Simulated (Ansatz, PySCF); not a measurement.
Reaction: C3H4 (SMILES C1=CC1) → C3H3 (SMILES [CH]1C=C1, doublet) + H (doublet) (the C-H bond breaks)
Each species at its own B3LYP-D3(BJ)/def2-TZVP minimum (Ansatz, a program for electronic structure).

Wanted: bond dissociation energy (enthalpy at 298 K, ideal-gas terms from PySCF's Hessians at B3LYP-D3(BJ)/def2-TZVP), in kcal/mol. UHF or UKS for unpaired electrons; spin-orbit terms are left out. CBS(X,Y): correlation extrapolated as X^-3, Hartree-Fock from the larger set (Q,5: extrapolated as (X+1)exp(-9√X)). A bracket is a step between two methods taken in the basis named. The functionals are non-relativistic, so their misses hold any scalar relativity. 'core' is core correlation in cc-pwCVTZ, 'X2C' scalar relativity in cc-pVTZ-DK, both at CCSD(T). Where a partner has so few electrons that a lower coupled-cluster level is exact, that level stands in.

From measured enthalpies of formation at 298 K: 100.6 kcal/mol (Active Thermochemical Tables 1.112 (ions: stationary electron), as tabulated in the package chemicals). The calculations leave out spin-orbit terms.

### Question
How far off this value is PBE/def2-TZVPD (Ansatz), in which direction, and which of these levels come nearer: r2SCAN/def2-TZVPD, PBE0/def2-TZVPD, wB97M-V/def2-TZVPD, CCSD(T)/CBS(cc-pVQZ,cc-pV5Z) + core + X2C?

### Answer
PBE gives 95.4 kcal/mol, 5.2 kcal/mol below it. Errors of the others: r2SCAN/def2-TZVPD (Ansatz) -6.2; PBE0/def2-TZVPD (Ansatz) -5.1; wB97M-V/def2-TZVPD (Ansatz) -1.3; CCSD(T)/CBS(cc-pVQZ,cc-pV5Z) + core + X2C (Ansatz) -0.4; CCSD(T)/CBS(cc-pVQZ,cc-pV5Z) + [CCSDT(Q) - CCSD(T)]/cc-pVDZ + core + X2C (Ansatz) -0.5 kcal/mol. Nearer than PBE: PBE0/def2-TZVPD, wB97M-V/def2-TZVPD, CCSD(T)/CBS(cc-pVQZ,cc-pV5Z) + core + X2C, CCSD(T)/CBS(cc-pVQZ,cc-pV5Z) + [CCSDT(Q) - CCSD(T)]/cc-pVDZ + core + X2C.
